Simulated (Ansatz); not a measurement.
## Copper, fcc: convergence with Methfessel-Paxton smearing

Computed with Ansatz, LDA, scalar-relativistic PAW, on the relaxed cell (a = 3.518 Å; spin not included). Errors count from a run at 420 eV on a Γ-centred 25×25×25 mesh with Fermi-Dirac smearing of 0.1 eV, extrapolated to zero width. Fixed here: cutoff 420 eV, mesh 15×15×15. The SCF starts from atomic densities corrected by a trained network.

| width (eV) | E(σ→0) error (meV/atom) | F error (meV/atom) | P (GPa) | SCF iterations |
| --- | --- | --- | --- | --- |
| 0.01 | -0.3 | -0.3 | -0.13 | 5 |
| 0.03 | -0.4 | -0.4 | -0.13 | 5 |
| 0.1 | -0.7 | -0.7 | -0.14 | 5 |
| 0.2 | -0.7 | -0.7 | -0.14 | 5 |
| 0.3 | -0.7 | -0.8 | -0.07 | 5 |
| 0.6 | -0.6 | -0.2 | 0.03 | 5 |
| 1.0 | -10.9 | 10.6 | -0.83 | 5 |
